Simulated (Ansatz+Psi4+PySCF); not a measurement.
singlet H2O: levels of theory in one basis

```xyz
3

O     0.0000    0.0000    0.1193
H     0.0000    1.1449   -0.7752
H     0.0000   -0.7632   -0.4770
```

Basis set: cc-pVTZ (spherical functions). Left uncorrelated: 1 orbital. Charge 0, multiplicity 1.

Computed with Ansatz (development build ahead of 0.2.0) and Psi4 1.11; each method stands on the lowest determinant of its kind that the runs found.

```csv
method,E − E(RHF) (eV),<S²> of the determinant
RHF,0.00,0.00
UHF,-0.17,0.35
UHF-MP2,-6.91,0.35
RHF-CCSD,-7.82,–
UHF-CCSD,-7.80,0.35
RHF-CCSD(T),-8.10,–
UHF-CCSD(T),-8.08,0.35
```

Question: What does RHF-MP2 give on the same scale?

Answer: -7.62 eV.

Question: Is a single determinant a sound starting point here?

Answer: It is doubtful. Unrestricted orbitals gain 0.17 eV with <S²> 0.35 against 0.00 for a pure state, but the cluster amplitudes or the share of triples are large.

Caution for UHF, UHF-MP2, UHF-CCSD, UHF-CCSD(T): the unrestricted determinant is spin contaminated. Caution for UHF-MP2, UHF-CCSD, UHF-CCSD(T): large amplitudes, a single reference is doubtful; a plain start can end on a higher determinant. Caution for UHF-MP2: another reference gives a lower total.
